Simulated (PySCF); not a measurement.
**A workflow on [Si2NH6]− (SMILES [SiH2-]N[SiH3])**

We compute a saddle-point search (HF/SBKJC), then vibrational wavenumbers, then the intrinsic reaction coordinate (HF/SBKJC), then a single-point energy (HF/SBKJC), then a single-point energy (CCSD(T)/jun-cc-pV(D+d)Z), then a single-point energy of [Si2NH6]−. Input form: a Python script.

The calculation is run with PySCF 2.14.0.

### 1 Starting point

[Si2NH6]−: 9 atoms, total charge -1, spin state singlet. As SMILES, `[SiH2-]N[SiH3]`. The run starts from this shape.

Bond lengths: Si1–N2 1.797 Å, N2–Si3 1.689 Å, Si1–H4 1.523 Å, Si1–H5 1.517 Å, N2–H6 1.014 Å, Si3–H7 1.505 Å, Si3–H8 1.481 Å. Angles: Si1–N2–Si3 100.2°, Si1–N2–H6 122.5°, Si3–N2–H6 120.1°, N2–Si1–H4 101.1°, N2–Si1–H5 97.9°, N2–Si3–H7 108.9°, N2–Si3–H8 120.4°, H4–Si1–H5 96.7°, H7–Si3–H8 102.5°. A long bond or contact: Si3–H9 1.759 Å.

### 2 A saddle-point search at HF/SBKJC (density fitting, core potential) (run 1)

Input file job.py:

```python
from pyscf import gto, scf
from pyscf import df
from pyscf.geomopt.geometric_solver import kernel as optimise

molecule = gto.M(
    atom='''
Si    -1.282400     0.757600    -0.484450
N      0.480190     0.643390    -0.155330
Si     0.510660    -0.723210     0.837070
H     -1.396090    -0.070050    -1.758320
H     -1.281270     2.117450    -1.157640
H      1.178180     0.759700    -0.882010
H      1.941430    -1.132510     1.059970
H     -0.117270    -1.987540     0.390380
H     -0.118943     0.782885     1.492776
''',
    verbose=3,
    charge=-1,
    basis='sbkjc',
    ecp={'Si': 'sbkjc', 'N': 'sbkjc'},
    max_memory=1860,
)

mf = scf.RHF(molecule)
mf = mf.density_fit(auxbasis=df.aug_etb(molecule, beta=2.0))
converged, mol_eq = optimise(mf, maxsteps=60, transition=True, hessian=True)
print('converged:', converged)
print(mol_eq.tostring())

mf.reset(mol_eq)
molecule = mol_eq
mf.kernel()
e_tot = mf.e_tot
print('E = %.10f Eh' % e_tot)
```

Launch:

```
$ OMP_NUM_THREADS=1 python job.py
```

Output:

```text
converged SCF energy = -20.3902774010146

[... 70 lines left out ...]
converged SCF energy = -20.3902774010221
[... 29 lines left out ...]
Step    0 : Gradient = 5.308e-02/9.232e-02 (rms/max) Energy = -20.3902774010
[... 121 lines left out ...]
converged SCF energy = -20.4100985728989
[... 131 lines left out ...]
converged SCF energy = -20.4137712793663
[... 131 lines left out ...]
converged SCF energy = -20.4219198458656
[... 122 lines left out ...]
Converged! =D
[... 1 line left out ...]
converged: True
Si         -1.56216597        0.86473776       -0.73276663
N           0.20568828        0.54283912       -0.05751602
Si          0.62617198       -0.86979020        1.11579428
[... 5 lines of this table left out ...]
H           0.24592867        0.65535436        1.44200575
converged SCF energy = -20.4220808142544
E = -20.4220808143 Eh
```

Wall time 59 s (1 thread of Intel Xeon at 2.50GHz (Skylake/Cascade Lake), shared host); peak memory 0.17 GiB.

Steps, from the record of the run:

| step | energy from the first frame kept (eV) | largest force (eV/Å) |
| --- | --- | --- |
| 0 | 0.0000 | 4.7475 |
| 1 | -0.0686 | 4.6361 |
| 2 | -0.1593 | 4.4771 |
| 3 | -0.2714 | 4.2506 |
| 4 | -0.3869 | 3.9562 |
| 5 | -0.4746 | 3.6538 |
| 6 | -0.5394 | 3.4188 |
| 7 | -0.5805 | 3.2217 |
| 8 | -0.6050 | 2.9987 |
| 9 | -0.6178 | 2.7443 |
| 10 | -0.6237 | 2.5887 |
| 11 | -0.6277 | 2.4726 |
| 12 | -0.6393 | 2.1875 |
| 13 | -0.7117 | 1.3726 |
| 14 | -0.7865 | 0.8249 |
| 15 | -0.8245 | 0.4996 |
| 16 | -0.8425 | 0.3768 |
| 17 | -0.8542 | 0.2472 |
| 18 | -0.8610 | 0.1542 |
| 19 | -0.8642 | 0.1149 |
| 20 | -0.8652 | 0.0409 |
| 21 | -0.8654 | 0.0237 |
| 22 | -0.8654 | 0.0125 |
| 23 | -0.8654 | 0.0077 |

After the run. Bond lengths: Si1–N2 1.920 Å, N2–Si3 1.884 Å, Si1–H4 1.584 Å, Si1–H5 1.577 Å, N2–H6 1.013 Å, Si3–H7 1.531 Å, Si3–H8 1.520 Å, Si3–H9 1.605 Å. Some angles: Si1–N2–Si3 123.4°, Si1–N2–H6 114.3°, Si3–N2–H6 116.6°, N2–Si1–H4 96.9°, N2–Si1–H5 95.5°, N2–Si3–H7 106.1°, N2–Si3–H8 114.0°, N2–Si3–H9 50.3°, H4–Si1–H5 94.0°, H7–Si3–H8 103.4°.

### 3 The harmonic vibrations at HF/SBKJC (density fitting, core potential) (run 2)

Input file job.py:

```python
# [SiH2-]N[SiH3]
import numpy
from pyscf import gto, scf, symm
from pyscf import df
from pyscf.hessian import thermo

molecule = gto.M(
    atom='''
Si      -1.263630       0.758772      -0.850328
N        0.504224       0.436873      -0.175077
Si       0.924708      -0.975756       0.998233
H       -1.069299       0.037788      -2.246915
H       -0.949042       2.194424      -1.422366
H        1.248331       0.760219      -0.782055
H        2.412287      -1.274081       0.789725
H        0.250217      -2.292593       0.648855
H        0.544465       0.549388       1.324445
''',
    spin=0,
    basis='sbkjc',
    ecp={'Si': 'sbkjc', 'N': 'sbkjc'},
    charge=-1,
    verbose=3,
    max_memory=1860,
)

myscf = scf.RHF(molecule)
myscf = myscf.density_fit(auxbasis=df.aug_etb(molecule, beta=2.0))
myscf.kernel()

e_final = myscf.e_tot
print('E(%s) = %.9f' % ('HF', e_final))
hess = myscf.Hessian().kernel()
modes = thermo.harmonic_analysis(molecule, hess)
print('frequencies (1/cm)', numpy.round(modes['freq_wavenumber'], 1))
symm.geom.TOLERANCE = 1e-3  # for the symmetry number
th = thermo.thermo(myscf, modes['freq_au'], 800, 101325)
thermo.dump_thermo(molecule, th)
```

Launch:

```
$ OMP_NUM_THREADS=1 python job.py
```

Output:

```text
converged SCF energy = -20.4220808142267
E(HF) = -20.422080814
frequencies (1/cm) [   0. +1974.3j  147.1   +0.j   173.6   +0.j   204.9   +0.j
  499.9   +0.j   587.7   +0.j   652.8   +0.j   761.7   +0.j
  787.4   +0.j   839.3   +0.j   917.3   +0.j   988.4   +0.j
 1042.6   +0.j  1057.    +0.j  1203.8   +0.j  1821.8   +0.j
 1854.    +0.j  1954.4   +0.j  2077.    +0.j  2119.9   +0.j
 3720.9   +0.j ]
temperature 800.0000 [K]
pressure 101325.00 [Pa]
Rotational constants [GHz] 23.91987 2.74584 2.59869
Symmetry number 1
Zero-point energy (ZPE) 0.05334 [Eh]   140031.859 [J/mol]
                           tot       elec      trans        rot        vib
Entropy [J/mol/K]       424.745      0.000    183.310    117.105    124.330
Cv [J/mol/K]            141.387      0.000     12.472     12.472    116.443
Cp [J/mol/K]            149.701      0.000     20.786     12.472    116.443
Internal energy [J/mol]                      9977.352   9977.352 192312.784
Internal energy [Eh]   -20.34123  -20.42208
Enthalpy [J/mol]                            16628.920   9977.352 192312.784
Enthalpy [Eh]          -20.33870
Gibbs free energy [J/mol]                  -130019.476 -83706.308  92849.090
Gibbs free energy [Eh] -20.46812
```

Run time: 14 s. Hardware: 1 thread of Intel Xeon at 2.50GHz (Skylake/Cascade Lake), shared host; peak memory 0.15 GiB.

### 4 The intrinsic reaction coordinate at HF/SBKJC (density fitting, core potential, path step 0.1 bohr*amu^0.5) (run 3)

Input file run.py:

```python
# [SiH2-]N[SiH3]
import numpy
from pyscf import gto
from pyscf import df
from pyscf.hessian import thermo

mol = gto.Mole()
mol.atom = '''
Si  -1.562166   0.864738  -0.732767
N    0.205688   0.542839  -0.057516
Si   0.626172  -0.869790   1.115794
H   -1.367835   0.143754  -2.129354
H   -1.247578   2.300390  -1.304805
H    0.949795   0.866185  -0.664494
H    2.113751  -1.168115   0.907286
H   -0.048319  -2.186627   0.766416
H    0.245929   0.655354   1.442006
'''
mol.ecp = {'Si': 'sbkjc', 'N': 'sbkjc'}
mol.charge = -1
mol.verbose = 3
mol.spin = 0
mol.basis = 'sbkjc'
mol.max_memory = 1860
mol.build()

mf = mol.RHF()
mf = mf.density_fit(auxbasis=df.aug_etb(mol, beta=2.0))
mf.kernel()
modes = thermo.harmonic_analysis(mol, mf.Hessian().kernel())
print('lowest modes (1/cm)', numpy.round(modes['freq_wavenumber'][:3], 1))
w = numpy.sqrt(mol.atom_mass_list(isotope_avg=True))[:, None]
mode = modes['norm_mode'][0] * w
mode /= numpy.linalg.norm(mode)
scanner = mf.nuc_grad_method().as_scanner()
x_ts, e_ts, ds = mol.atom_coords() * w, mf.e_tot, 0.1  # mass-weighted, bohr amu^1/2
path = []
for sign in (1, -1):
    x, e_old = x_ts + sign * ds * mode, e_ts
    for k in range(1, 21):
        e, g = scanner(mol.set_geom_(x / w, unit='bohr', inplace=False))
        if e > e_old:
            break
        path.append((sign * k * ds, e, x / w, g))
        d1 = -g / w / numpy.linalg.norm(g / w)
        g2 = scanner(mol.set_geom_((x + 0.5 * ds * d1) / w, unit='bohr', inplace=False))[1] / w  # midpoint rule
        x, e_old = x - ds * g2 / numpy.linalg.norm(g2), e
path.sort(key=lambda p: p[0])
print('s (bohr amu^1/2)   E - E(TS) (kcal/mol)')
for s, e, x, g in path:
    print('%7.2f %10.3f' % (s, (e - e_ts) * 627.5095))
for s, e, x, g in (path[0], path[-1]):
    print('end at s = %.2f' % s)
    print(mol.set_geom_(x, unit='bohr', inplace=False).tostring())
```

Launch:

```
$ OMP_NUM_THREADS=1 python run.py
```

Output:

```text
converged SCF energy = -20.4220808142268
lowest modes (1/cm) [  0. +1974.3j 147.1   +0.j  173.6   +0.j ]

WARN: Mole.unit (angstrom) is changed to bohr

[... 142 lines left out ...]
WARN: Mole.unit (angstrom) is changed to bohr
[... 157 lines left out ...]
converged SCF energy = -20.4855588081756
[... 165 lines left out ...]
WARN: Mole.unit (angstrom) is changed to bohr
[... 157 lines left out ...]
converged SCF energy = -20.4576219150839
[... 165 lines left out ...]
WARN: Mole.unit (angstrom) is changed to bohr
[... 157 lines left out ...]
converged SCF energy = -20.52375577604
[... 16 lines left out ...]
WARN: Mole.unit (angstrom) is changed to bohr

Si         -1.57458815        0.86506857       -0.73926760
N           0.21313250        0.56548774       -0.02340947
Si          0.63153324       -0.90110099        1.14511999
[... 5 lines of this table left out ...]
H           0.21764954        1.21414585        0.75146973
end at s = 2.00

WARN: Mole.unit (angstrom) is changed to bohr

Si         -1.55637194        0.86300315       -0.73029796
N           0.21211781        0.51162727       -0.08461458
Si          0.61991296       -0.83158016        1.08999198
[... 5 lines of this table left out ...]
H           0.28086084        0.09693866        2.23522270
```

It took 2.6 min on 1 thread of Intel Xeon at 2.50GHz (Skylake/Cascade Lake), shared host; peak memory 0.15 GiB.

Steps, from the record of the run:

| step | energy from the first frame kept (eV) | largest force (eV/Å) |
| --- | --- | --- |
| 0 | 0.0000 | 2.0092 |
| 2 | 0.1311 | 2.3612 |
| 4 | 0.2953 | 2.7249 |
| 6 | 0.5025 | 3.1032 |
| 8 | 0.7646 | 3.4859 |
| 10 | 1.1039 | 3.7629 |
| 12 | 1.5365 | 4.1700 |
| 14 | 2.0011 | 4.0320 |
| 16 | 2.3987 | 3.0294 |
| 18 | 2.6540 | 1.5406 |
| 20 | 2.7189 | 0.6840 |
| 22 | 2.5783 | 1.7743 |
| 24 | 2.3381 | 2.5912 |
| 26 | 2.0400 | 3.1997 |
| 28 | 1.7176 | 3.5849 |
| 30 | 1.3942 | 3.7879 |
| 32 | 1.0849 | 3.8457 |
| 34 | 0.7982 | 3.7867 |
| 36 | 0.5390 | 3.6318 |
| 38 | 0.3097 | 3.3961 |
| 39 | 0.2067 | 3.2516 |

### 5 A single-point energy at HF/SBKJC (density fitting, core potential) (run 4)

Input file calc.py:

```python
from pyscf import gto
from pyscf import df

mol = gto.M(
    atom='''
Si    -1.282400     0.757600    -0.484450
N      0.480190     0.643390    -0.155330
Si     0.510660    -0.723210     0.837070
H     -1.396090    -0.070050    -1.758320
H     -1.281270     2.117450    -1.157640
H      1.178180     0.759700    -0.882010
H      1.941430    -1.132510     1.059970
H     -0.117270    -1.987540     0.390380
H     -0.033420    -0.364840     2.150320
''',
    ecp={'Si': 'sbkjc', 'N': 'sbkjc'},
    charge=-1,
    max_memory=1860,
    verbose=3,
    basis='sbkjc',
)

hf = mol.RHF()
hf = hf.density_fit(auxbasis=df.aug_etb(mol, beta=2.0))
hf.kernel()

e_final = hf.e_tot
print('E(%s) = %.9f' % ('HF', e_final))
```

Launch:

```
$ OMP_NUM_THREADS=1 python calc.py
```

Output:

```text
converged SCF energy = -20.5074234162096
E(HF) = -20.507423416
```

Run time: 2.2 s. Hardware: 1 thread of Intel Xeon at 2.50GHz (Skylake/Cascade Lake), shared host; peak memory 0.14 GiB.

### 6 The energy at CCSD(T)/jun-cc-pV(D+d)Z (run 5)

Input file calc.py:

```python
from pyscf import gto, cc

mol = gto.Mole()
mol.atom = [
    ('Si', (-1.562166, 0.864738, -0.732767)),
    ('N', (0.205688, 0.542839, -0.057516)),
    ('Si', (0.626172, -0.869790, 1.115794)),
    ('H', (-1.367835, 0.143754, -2.129354)),
    ('H', (-1.247578, 2.300390, -1.304805)),
    ('H', (0.949795, 0.866185, -0.664494)),
    ('H', (2.113751, -1.168115, 0.907286)),
    ('H', (-0.048319, -2.186627, 0.766416)),
    ('H', (0.245929, 0.655354, 1.442006)),
]
mol.basis = 'jun-cc-pv(d+d)z'
mol.verbose = 4
mol.max_memory = 1860
mol.charge = -1
mol.build()

calc0 = mol.RHF()
calc0.kernel()

mycc = cc.CCSD(calc0, frozen=11)
mycc.kernel()
e_t = mycc.ccsd_t()
e_final = mycc.e_tot + e_t
print('E(%s) = %.9f' % ('CCSD(T)', e_final))
```

Launch:

```
$ OMP_NUM_THREADS=1 python calc.py
```

Output:

```text
PySCF version 2.14.0

[... 65 lines left out ...]
converged SCF energy = -635.691362956964
[... 12 lines left out ...]
Init t2, MP2 energy = -636.111513005788  E_corr(MP2) -0.42015004882375
[... 16 lines left out ...]
CCSD converged
[... 2 lines left out ...]
E(CCSD(T)) = -636.177280750
```

Wall time 63 s (1 thread of Intel Xeon at 2.50GHz (Skylake/Cascade Lake), shared host); peak memory 0.63 GiB.

### 7 A single-point energy at CCSD(T)/jun-cc-pV(D+d)Z (run 6)

Input file calc.py:

```python
from pyscf import gto, cc

molecule = gto.M(
    atom=[
    ('Si', (-1.282400, 0.757600, -0.484450)),
    ('N', (0.480190, 0.643390, -0.155330)),
    ('Si', (0.510660, -0.723210, 0.837070)),
    ('H', (-1.396090, -0.070050, -1.758320)),
    ('H', (-1.281270, 2.117450, -1.157640)),
    ('H', (1.178180, 0.759700, -0.882010)),
    ('H', (1.941430, -1.132510, 1.059970)),
    ('H', (-0.117270, -1.987540, 0.390380)),
    ('H', (-0.033420, -0.364840, 2.150320)),
],
    verbose=4,
    basis='jun-cc-pv(d+d)z',
    charge=-1,
    max_memory=1860,
)

mf = molecule.RHF()
mf.kernel()

mycc = cc.CCSD(mf, frozen=11)
mycc.kernel()
e_t = mycc.ccsd_t()
etot = mycc.e_tot + e_t
print(f'total energy: {etot:.8f} hartree')
```

Launch:

```
$ OMP_NUM_THREADS=1 python calc.py
```

Output:

```text
PySCF version 2.14.0

[... 63 lines left out ...]
converged SCF energy = -635.811042992411
[... 12 lines left out ...]
Init t2, MP2 energy = -636.207619803625  E_corr(MP2) -0.3965768112148
[... 13 lines left out ...]
CCSD converged
[... 2 lines left out ...]
total energy: -636.27120104 hartree
```

Wall time 54 s (1 thread of Intel Xeon at 2.50GHz (Skylake/Cascade Lake), shared host); peak memory 0.64 GiB.

### 8 Summary of results

| quantity | value |
| --- | --- |
| run 1, HF/SBKJC: total energy at the end | -20.42208 Eh |
| run 1, HF/SBKJC: HOMO energy | -2.22 eV |
| run 1, HF/SBKJC: LUMO energy | 6.40 eV |
| run 1, HF/SBKJC: HOMO–LUMO gap (to an unbound level, set by the basis) | 8.63 eV |
| run 2, HF/SBKJC: lowest harmonic wavenumber | 1974i cm⁻¹ (imaginary) |
| run 2, HF/SBKJC: highest harmonic wavenumber | 3721 cm⁻¹ |
| run 3, HF/SBKJC: energy at the saddle point | -20.42208 Eh |
| run 4, HF/SBKJC: total energy | -20.50742 Eh |
| run 4, HF/SBKJC: HOMO energy | -1.84 eV |
| run 4, HF/SBKJC: LUMO energy | 7.51 eV |
| run 4, HF/SBKJC: HOMO–LUMO gap (to an unbound level, set by the basis) | 9.35 eV |
| run 5, CCSD(T)/jun-cc-pV(D+d)Z: total energy | -636.17728 Eh |
| run 5, CCSD(T)/jun-cc-pV(D+d)Z: HOMO energy (Hartree–Fock orbitals) | -2.57 eV |
| run 5, CCSD(T)/jun-cc-pV(D+d)Z: LUMO energy (Hartree–Fock orbitals) | 3.99 eV |
| run 5, CCSD(T)/jun-cc-pV(D+d)Z: HOMO–LUMO gap (to an unbound level, set by the basis) | 6.56 eV |
| run 5, CCSD(T)/jun-cc-pV(D+d)Z: correlation energy (11 core orbitals frozen) | -485.9 mEh |
| run 5, CCSD(T)/jun-cc-pV(D+d)Z: (T) correction | -17.75 mEh |
| run 5, CCSD(T)/jun-cc-pV(D+d)Z: T1 diagnostic | 0.017 |
| run 6, CCSD(T)/jun-cc-pV(D+d)Z: total energy | -636.27120 Eh |
| run 6, CCSD(T)/jun-cc-pV(D+d)Z: HOMO energy (Hartree–Fock orbitals) | -2.14 eV |
| run 6, CCSD(T)/jun-cc-pV(D+d)Z: LUMO energy (Hartree–Fock orbitals) | 4.04 eV |
| run 6, CCSD(T)/jun-cc-pV(D+d)Z: HOMO–LUMO gap (to an unbound level, set by the basis) | 6.17 eV |
| run 6, CCSD(T)/jun-cc-pV(D+d)Z: correlation energy (11 core orbitals frozen) | -460.2 mEh |
| run 6, CCSD(T)/jun-cc-pV(D+d)Z: (T) correction | -13.19 mEh |
| run 6, CCSD(T)/jun-cc-pV(D+d)Z: T1 diagnostic | 0.014 |

What this shows: 1 mode is imaginary (lowest 1974i cm⁻¹): a first-order saddle point. The triples (run 5, CCSD(T)/jun-cc-pV(D+d)Z) make up 3.7 % of the correlation energy. The triples (run 6, CCSD(T)/jun-cc-pV(D+d)Z) make up 2.9 % of the correlation energy.
